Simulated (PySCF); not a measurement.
# AlNH4 (AlH2(NH2)): levels of theory compared

Aim: a comparison of 6 runs (B3LYP/STO-6G, wB97X-V/STO-6G, MP2/STO-6G, CCSDT(Q)/STO-6G, CCSDT/STO-6G, CCSD(T)/STO-6G) of AlNH4 (AlH2(NH2)). Input form: a Python script.

The results are computed with PySCF 2.14.0.

2 further runs of the same task are left out: 2 set aside as unsound or not needed.

## Step 1: The molecule

The species is AlNH4 (6 atoms), meant as a singlet with charge 0. SMILES: `[H][Al]([H])[NH2]`. The Al1–H2 distance was set to 2.774 Å, away from the relaxed value. At this shape a bond of the SMILES string is far longer than usual.

Bond lengths: Al1–N4 1.775 Å, Al1–H3 1.542 Å, N4–H5 1.014 Å, N4–H6 1.014 Å. Angles: Al1–N4–H5 127.0°, Al1–N4–H6 126.7°, H3–Al1–N4 121.7°, H5–N4–H6 106.3°.

## Step 2: A single-point energy at B3LYP/STO-6G (run 1)

Contents of job.py:

```python
from pyscf import gto, dft

mol = gto.M(
    atom='''
Al  -0.820750   0.674331  -0.024815
H    1.951140   0.754090   0.040220
H   -1.549510   2.033101  -0.049475
N   -1.709730  -0.862459  -0.035595
H   -2.035800  -1.373379  -0.848675
H   -1.995200  -1.402939   0.773815
''',
    basis='sto-6g',
    max_memory=1860,
    verbose=4,
)

mf = dft.RKS(mol, xc='b3lyp')
mf.grids.level = 5
mf.conv_tol = 1e-10
mf.kernel()
if not mf.converged:
    mf = mf.newton().run(mf.mo_coeff, mf.mo_occ)

e_tot = mf.e_tot
print('E(%s) = %.9f' % ('B3LYP', e_tot))
```

Launch:

```
OMP_NUM_THREADS=1 python job.py
```

Log:

```text
PySCF version 2.14.0

[... 78 lines left out ...]
converged SCF energy = -298.262044063774
E(B3LYP) = -298.262044064
```

Wall time 4.5 s (1 thread of Arm Neoverse V1, shared host); peak memory 0.19 GiB.

## Step 3: The energy at wB97X-V/STO-6G (run 2)

Contents of run.py:

```python
from pyscf import gto, dft

molecule = gto.M(
    atom=[
    ('Al', (-0.820750, 0.674331, -0.024815)),
    ('H', (1.951140, 0.754090, 0.040220)),
    ('H', (-1.549510, 2.033101, -0.049475)),
    ('N', (-1.709730, -0.862459, -0.035595)),
    ('H', (-2.035800, -1.373379, -0.848675)),
    ('H', (-1.995200, -1.402939, 0.773815)),
],
    max_memory=1860,
    spin=0,
    basis='sto-6g',
    verbose=4,
)

mf = dft.RKS(molecule, xc='wb97x-v')
mf.grids.level = 5
mf.conv_tol = 1e-10
mf.nlcgrids.level = 1
mf.kernel()
if not mf.converged:
    mf = mf.newton().run(mf.mo_coeff, mf.mo_occ)

e_final = mf.e_tot
print('E = %.10f Eh' % e_final)
```

Launch:

```
OMP_NUM_THREADS=1 python run.py
```

Log:

```text
PySCF version 2.14.0

[... 85 lines left out ...]
converged SCF energy = -298.174406422242
E = -298.1744064222 Eh
```

Run time: 26 s. Hardware: 1 thread of Arm Neoverse V1, shared host; peak memory 0.19 GiB.

Runs 3 to 5 aren't shown in full; the table further down has their settings and results.

## Step 4: A single-point energy at CCSD(T)/STO-6G (run 6)

Contents of geometry.xyz:

```xyz
6

Al    -0.820750     0.674331    -0.024815
H      1.951140     0.754090     0.040220
H     -1.549510     2.033101    -0.049475
N     -1.709730    -0.862459    -0.035595
H     -2.035800    -1.373379    -0.848675
H     -1.995200    -1.402939     0.773815
```

Contents of job.py:

```python
from pyscf import gto, scf, cc

mol = gto.M(
    atom='geometry.xyz',
    max_memory=1860,
    charge=0,
    basis='sto-6g',
    verbose=3,
)

mf = scf.RHF(mol)
mf.conv_tol = 1e-10
mf.kernel()
if not mf.converged:
    mf = mf.newton().run(mf.mo_coeff, mf.mo_occ)

mycc = cc.CCSD(mf, frozen=6)
mycc.kernel()
e_t = mycc.ccsd_t()
e_tot = mycc.e_tot + e_t
print('E = %.10f Eh' % e_tot)
```

Launch:

```
OMP_NUM_THREADS=1 python job.py
```

Log:

```text
converged SCF energy = -297.336631685324
E(CCSD) = -297.5045031059703  E_corr = -0.1678714206465627
CCSD(T) correction = -0.00478156999024181
E = -297.5092846760 Eh
```

Wall time 1 s (1 thread of Arm Neoverse V1, shared host); peak memory 0.099 GiB.

## Step 5: Overview of the runs

| run | level | nlc grid | integration grid | energy (Eh) | dipole moment (D) of the reference | HOMO energy (eV) | LUMO energy (eV) | wall time |
| --- | --- | --- | --- | --- | --- | --- | --- | --- |
| 1 | B3LYP/STO-6G | – | 5 | -298.262044 | 2.76 | -1.78 | 1.91 | 4.5 s |
| 2 | wB97X-V/STO-6G | 1 | 5 | -298.174406 | 2.81 | -3.88 | 4.24 | 26 s |
| 3 | MP2/STO-6G | – | – | -297.447196 | 3.09 | -3.84 | 5.35 | 0.99 s |
| 4 | CCSDT(Q)/STO-6G | – | – | -297.509654 | 3.09 | -3.84 | 5.35 | 1.7 s |
| 5 | CCSDT/STO-6G | – | – | -297.509606 | 3.09 | -3.84 | 5.35 | 1.4 s |
| 6 | CCSD(T)/STO-6G | – | – | -297.509285 | 3.09 | -3.84 | 5.35 | 1 s |

## Step 6: Summary of results

| quantity | value |
| --- | --- |
| run 6: total energy | -297.50928 Eh |
| run 6: dipole moment (Hartree–Fock density) | 3.09 D |
| run 6: HOMO energy (Hartree–Fock orbitals) | -3.84 eV |
| run 6: LUMO energy (Hartree–Fock orbitals) | 5.35 eV |
| run 6: HOMO–LUMO gap (Hartree–Fock orbitals) | 9.19 eV |
| run 6: correlation energy (6 core orbitals frozen) | -172.7 mEh |
| run 6: (T) correction | -4.78 mEh |
| run 6: T1 diagnostic | 0.047 |

Totals of different functionals can't be ranked against each other. In run 6 the T1 diagnostic is large, so a single reference may not serve. In runs 1, 2, 3, 4, 5, 6 the basis is minimal, so the values are rough. All runs together took 35 s, the longest 26 s.
